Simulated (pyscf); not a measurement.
PySCF, gas phase, ωB97X-D3(BJ)/def2-SVP geometries. Correlated levels are frozen-core, on RHF or UHF. ΔMP2 is the change of the MP2 total energy from the triple- to the quadruple-zeta basis.

Problem. Estimate the classical barrier height and the reaction energy of H₂C=C(F)–F + HCl -> H₃C–Cl + F–C:–F [singlet] at CCSD(T)/def2-TZVPP + ΔMP2(QZVPP). The step runs on the singlet surface, breaks C–C, Cl–H and forms C–Cl, C–H; take the separated reactants as zero.

Solution. ΔE‡ = 3.20 eV, ΔE = +1.67 eV. Zero-point energy shifts the barrier by +0.08 eV. It is a concerted two-bond exchange, with an imaginary mode of 761i cm⁻¹. This is the saddle that the search found; another between the same sides may lie lower. One closed-shell reference is unstable to symmetry breaking; treat the single-reference values with care. The CCSD(T) − MP2 part came from Ansatz, without density fitting, on the same reference.
